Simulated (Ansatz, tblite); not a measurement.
**The cluster Os₄: a ladder of methods and basis sets**

How do method and basis change the picture of the cluster Os₄ (singlet)?

Method: as each input shows; program: Ansatz 0.2.0, Gaussian basis.

Levels to be run: GFN1-xTB, GFN2-xTB, PBE-D4/def2-TZVP, r2SCAN-D4/def2-TZVP, CAM-B3LYP-D4/def2-TZVP, ωB97M-V/def2-TZVP, LC-ωPBE/def2-TZVP, BHLYP-D4/def2-TZVP, B2PLYP/def2-TZVP, PBE+5HF/def2-TZVP, PBE+10HF/def2-TZVP, PBE+15HF/def2-TZVP, PBE+35HF/def2-TZVP, PBE+50HF/def2-TZVP, PBE-D4/def2-SVP, PBE0-D4/def2-SVP, PBE0-D4/def2-TZVPD, PBE-D4/def2-TZVPD, r2SCAN-D4/def2-TZVPD, CCSD(T)/def2-SVP, MP2/def2-TZVP, RPA/def2-TZVP.

2 further runs of the same task are left out: 1 that didn't finish, 1 set aside as unsound or not needed. Runs told in other sessions of the task aren't counted.

## 1. The structure

The geometry is that of the singlet, from an earlier relaxation (r2SCAN-D4/def2-SVP). At that level it is the lowest of the isomers that a small search found.

4 atoms, charge 0, spin multiplicity 1.

Bond lengths: Os1–Os2 2.295 Å, Os1–Os3 3.270 Å, Os1–Os4 2.295 Å, Os2–Os3 2.294 Å, Os2–Os4 2.498 Å, Os3–Os4 2.295 Å. Angles: Os2–Os1–Os3 44.6°, Os2–Os1–Os4 66.0°, Os3–Os1–Os4 44.6°, Os1–Os2–Os3 90.9°, Os1–Os2–Os4 57.0°, Os3–Os2–Os4 57.0°, Os1–Os3–Os2 44.6°, Os1–Os3–Os4 44.6°, Os2–Os3–Os4 66.0°, Os1–Os4–Os2 57.0°, Os1–Os4–Os3 90.9°, Os2–Os4–Os3 57.0°.

As a file:

```
Os   -1.5205    2.1266    0.0416
Os    0.2289    2.3990   -1.4181
Os    1.7390    1.9978    0.2621
Os    0.0467    0.4531    0.1376
```

Os takes a core potential in the def2 sets. No spin-orbit coupling is included.

PBE0-D4/def2-TZVP was run before; its log isn't repeated, and its numbers join the tables.

## 2. GFN1-xTB

Tight binding, by tblite at 300 K electronic temperature and without a spin-polarisation term:

```python
tblite.interface.Calculator('GFN1-xTB', numbers, positions, charge=0, uhf=0).singlepoint()
```

Energy -369.8072 eV, HOMO -11.61 eV, LUMO -10.90 eV; 0.005 s.

## 3. GFN2-xTB

Tight binding, by tblite at 300 K electronic temperature and without a spin-polarisation term:

```python
tblite.interface.Calculator('GFN2-xTB', numbers, positions, charge=0, uhf=0).singlepoint()
```

Energy -356.3747 eV, HOMO -5.31 eV, LUMO -5.14 eV; 0.012 s.

## 4. PBE-D4/def2-TZVP

start.molden holds the orbitals of an earlier run on this state, given as this run's starting guess.

Input file in.yaml:

```yaml
crystal:
  periodic: [false, false, false]
  atoms:
    - {symbol: Os, position_ang: [-1.520480, 2.126561, 0.041650]}
    - {symbol: Os, position_ang: [0.228853, 2.398976, -1.418128]}
    - {symbol: Os, position_ang: [1.739042, 1.997781, 0.262061]}
    - {symbol: Os, position_ang: [0.046686, 0.453082, 0.137617]}
basis:
  gaussian: {orbitals: def2-TZVP, initial_orbitals: start.molden}
hamiltonian: {xc: pbe, dispersion: d4}
scf: {omitted_lower_state_checks: [starts]}
output: {orbitals: {seedname: orbitals}}
```

Launch:

```sh
> ansatz run in.yaml --threads 4 --pin off --events-out ev --progress --plain --max-ram 3916MiB
```

Further steps of the session: r2SCAN-D4/def2-TZVP; CAM-B3LYP-D4/def2-TZVP; ωB97M-V/def2-TZVP; LC-ωPBE/def2-TZVP; BHLYP-D4/def2-TZVP; B2PLYP/def2-TZVP; PBE+5HF/def2-TZVP; PBE+10HF/def2-TZVP; PBE+15HF/def2-TZVP; PBE+35HF/def2-TZVP; PBE+50HF/def2-TZVP; PBE-D4/def2-SVP; PBE0-D4/def2-SVP; PBE0-D4/def2-TZVPD; PBE-D4/def2-TZVPD; r2SCAN-D4/def2-TZVPD; CCSD(T)/def2-SVP; MP2/def2-TZVP; RPA/def2-TZVP.

Q: Predict the results of all the runs planned. Wanted: gap in def2-TZVP, named functionals, smallest and largest; gap over the share of exact exchange; correlation energy, CCSD(T)/def2-SVP; correlation energy, MP2/def2-TZVP; binding an atom, functionals in def2-TZVP; PBE0 total energy, smallest basis above largest.

**Answer**, as computed:

| quantity | value |
| --- | --- |
| gap in def2-TZVP, named functionals, smallest and largest | 0.37 eV (PBE-D4), 5.67 eV (LC-ωPBE) |
| gap over the share of exact exchange | 0.37 eV at 0, 3.39 eV at 0.5 |
| correlation energy, CCSD(T)/def2-SVP | -49.09 eV |
| correlation energy, MP2/def2-TZVP | -57.39 eV |
| binding an atom, functionals in def2-TZVP | 0.90 (BHLYP-D4) to 3.56 eV (PBE-D4) |
| PBE0 total energy, smallest basis above largest | 1.31 eV (def2-SVP, def2-TZVPD) |

Orbital gaps of the named functionals in def2-TZVP span 0.37 eV (PBE-D4) to 5.67 eV (LC-ωPBE); exact exchange widens it. Raising the share of exact exchange from 0 to 0.5 moves the HOMO by -1.24 eV and the LUMO by +1.79 eV. Notes on CCSD(T)/def2-SVP and its Hartree-Fock reference, which MP2 shares: large T1 diagnostic, restricted state is unstable towards broken spin symmetry, state flagged by the program.
